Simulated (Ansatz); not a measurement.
Geometry optimisation, RKS PBE0/6-31G* (Ansatz 0.2.0).

The input (input.yaml):

```yaml
crystal:
  periodic: [false, false, false]
  atoms:
    - { symbol: C, position_ang: [0.21237, 0.19827, -0.06054] }
    - { symbol: O, position_ang: [-1.04816, 0.09863, -0.17094] }
    - { symbol: S, position_ang: [-0.07, -1.28848, 0.54806] }
    - { symbol: H, position_ang: [0.90579, 0.99158, -0.31658] }
total_charge: 1
basis:
  gaussian: { orbitals: "6-31G*" }
hamiltonian:
  xc: pbe0
relax:
  f_tol: 0.02
  max_steps: 50
```

Command:

```bash
$ ansatz run input.yaml --threads 1 --pin off --max-ram 2048MiB --backend cpu --events-out ev --progress --plain --runs-dir out
```

**Question.** Where does it end, and by what steps?

**Answer.** The run converged. After 6 steps the energy has fallen by 0.045 eV; S3 moved furthest, 0.04 Å.

```
step  energy less start (eV)  largest force component (eV/Å)  accepted
   0                  0.0000                           1.209       yes
   1                 -0.0226                           0.826       yes
   2                 -0.0441                           0.100       yes
   3                 -0.0450                           0.093       yes
   4                 -0.0449                           0.156        no
   5                 -0.0452                           0.030       yes
   6                 -0.0452                           0.001       yes
```

```xyz
4
Properties=species:S:1:pos:R:3
C 0.192 0.202 -0.064
O -1.050 0.126 -0.183
S -0.050 -1.319 0.563
H 0.908 0.990 -0.316
```

Time of the run: 16 s on 1 thread of Arm Neoverse N1 (shared host), peak memory 0.13 GiB.
